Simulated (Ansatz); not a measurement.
**Cu₂Rh: from a trial structure to a relaxed crystal**

Theory: Ansatz, DFT PBE, scalar-relativistic, plane waves, PAW. Cutoff 420 eV, Γ-centred k mesh, Gaussian smearing, no spin polarisation in the final step.

Cu₂Rh was placed on the CaC2 structure type (I4/mmm, No. 139), with Rh in place of Ca, Cu in place of C, at a guessed volume.

```yaml
crystal:
  lattice:
    - [-1.83343, 1.83343, 3.00702]
    - [1.83343, -1.83343, 3.00702]
    - [1.83343, 1.83343, -3.00702]
  atoms:
    - { symbol: Cu, position: [0.59300, 0.59300, 0.00000] }
    - { symbol: Cu, position: [0.40700, 0.40700, 0.00000] }
    - { symbol: Rh, position: [0.00000, 0.00000, 0.00000] }
```

Steps on the 6×6×6 mesh (3 atoms). 12 of 29 steps are shown, and the free energy counts from the last. Trial steps that were taken back and renewals of the plane-wave basis can be among the rows.

```tsv
step	ΔF (meV/atom)	V (Å³/atom)	P (GPa)	largest force component (eV/Å)
1	15030.9	13.48	314.13	213.327
4	1142.3	15.11	27.93	9.979
6	433.0	15.29	3.38	1.752
9	281.5	14.69	-1.85	0.029
11	193.8	14.53	-11.16	0.046
14	25.9	12.77	0.80	0.041
16	19.3	12.75	-0.01	0.017
19	13.2	12.71	0.47	0.047
21	9.3	12.69	0.34	0.046
24	8.1	12.70	0.06	0.005
26	1.8	12.72	0.48	0.004
29	0.0	12.78	-0.20	0.039
```

Steps on the 24×24×24 mesh (3 atoms). 6 of 8 steps are shown, and the free energy counts from the last.

| step | ΔF (meV/atom) | V (Å³/atom) | P (GPa) | largest force component (eV/Å) |
| --- | --- | --- | --- | --- |
| 1 | 4.2 | 12.78 | -0.33 | 0.033 |
| 2 | 3.1 | 12.75 | 0.10 | 0.028 |
| 3 | 0.9 | 12.84 | -0.42 | 0.160 |
| 4 | 1.1 | 12.76 | 0.15 | 0.165 |
| 5 | 0.0 | 12.79 | -0.12 | 0.005 |
| 8 | 0.0 | 12.78 | 0.02 | 0.000 |

A final relaxation ran on a 24×24×24 mesh. The relaxed crystal, I4/mmm (No. 139):

```cif
data_structure
_symmetry_space_group_name_H-M 'I4/mmm'
_symmetry_Int_Tables_number 139
_cell_length_a 2.6566
_cell_length_b 2.6566
_cell_length_c 10.8675
_cell_angle_alpha 90.000
_cell_angle_beta 90.000
_cell_angle_gamma 90.000
_cell_volume 76.70
loop_
_atom_site_label
_atom_site_type_symbol
_atom_site_symmetry_multiplicity
_atom_site_Wyckoff_symbol
_atom_site_fract_x
_atom_site_fract_y
_atom_site_fract_z
_atom_site_occupancy
Cu1 Cu 4 e 0.50000 0.50000 0.17075 1
Rh1 Rh 2 a 0.00000 0.00000 0.00000 1
```

```
Volume per atom          : 12.78 Å³
Density                  : 9.96 g/cm³
Energy over the elements : 0.07 eV/atom
Gap on the 24×24×24 mesh : 0 eV (a metal)
```

Formation energies are uncorrected and refer to the elements' standard structures at the same level.

The final run used a 24×24×24 mesh on its 3-atom cell and 0.10 eV smearing. For metals, differences of a few meV/atom aren't resolved.

Symmetry constrained the relaxation, so the result can be a saddle point.

Cost: 3 runs of about 14 core-minutes in all, on Intel Xeon Platinum 8259CL (Skylake/Cascade Lake) (shared hosts).